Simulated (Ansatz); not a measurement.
Species: C2H6O, SMILES `COC` with one electron removed (charge 1, multiplicity 2), formula C₂H₆O.

Q: How many basis functions does frozen-core CCSD(T)/cc-pVTZ // PBE0-D4/def2-TZVP run with Ansatz (a first-principles code) use, how many core orbitals are frozen, and how many electrons are correlated?

A: 174 basis functions and 3 frozen orbitals, which leaves 19 correlated electrons. Core time is of the order of minutes.
